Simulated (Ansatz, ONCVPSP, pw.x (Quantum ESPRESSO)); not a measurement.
# copper: does the ONCV potential hold in the solid?

ONCVPSP 4.0.1.1 (patched build) input, shortened (lines: element, Z, core and valence counts, functional; n l f; lmax; l rc ep ncon nbas qcut; lloc lpopt rc5 dvloc0; l nproj debl; icmod fcfact rcfact), PBE, scalar-relativistic:

```
  Cu 29.00    5    3        4      upf
    1    0    2.00
    2    0    2.00
    2    1    6.00
    3    0    2.00
    3    1    6.00
    3    2   10.00
    4    0    0.50
    4    1    0.50
    2
    0    2.00    0.00    4    8    3.50
    1    2.35    0.00    3    8    3.60
    2    1.35    0.00    4    9   11.40
    4    5    1.20    0.00
    0    2    2.60
    1    2    1.90
    2    3    1.10
    0    0.00    0.00
```

Atomic tests: cutoffs needed: 53 Ha and 59 Ha (the cutoffs (Ha) at which the residual kinetic energy of the hardest occupied pseudo-wave falls to 1 and 0.1 mHa per electron); ghost test: no bound ghost flagged; GHOST(+) flagged for s at 38.7 eV, p at 103.3 eV; configuration tests: 1 of 4 tests not solved or not reliable.

Crystal test: fcc Cu in pw.x 7.5, no spin, 15³ k-points, Fermi–Dirac smearing 0.01 Ry, cutoffs 140/560 Ry. The reference is all-electron LAPW (Ansatz 0.2.0) with the same functional, mesh and smearing; V0 and B0 come from Birch–Murnaghan fits to the pressures at five volumes. Errors are pseudo minus all-electron; Δ is the rms difference of the E(V) curves that follow from these fits, minima aligned, over ±6 % about the mean V0. Mesh and smearing are coarse, so the numbers serve the comparison and aren't converged zero-temperature values; the lattice is a test structure that the element need not adopt.

| V (Å³/atom) | P all-electron (GPa) | P pseudo (GPa) |
| --- | --- | --- |
| 11.403 | 7.47 | 55.19 |
| 11.703 | 3.14 | 46.10 |
| 12.003 | -0.58 | 33.75 |
| 12.303 | -3.78 | 21.25 |
| 12.603 | -6.53 | 10.56 |

All-electron: a0 = 3.629 Å (V0 = 11.95 Å³/atom), B0 = 140.8 GPa.

Pseudopotential: mean pressure error (GPa): +33.42. The pressure does not cross zero within the volumes sampled, so no fit is given. This is a poor potential for the solid. The generator flags a localised state at positive energy (s at 39 eV). Atomic configuration tests: 1 of 4 tests not solved or not reliable.

**Question.** At the middle volume, how do free energy and pressure move when the wave cutoff is lowered (ecutrho kept at four times it)?

**Answer.**

```
cutoff (Ry)  shift of F (meV/atom)  shift of P (GPa)
         63               +33538.1          -1478.94
         84                +4784.9           -385.31
        112                  +92.6            -17.37
```

The run at the middle volume (120 k-points, 11 iterations) took about 1.8 min on one core of a shared host (Neoverse-N1, 64 threads, 124 GiB, load 55).
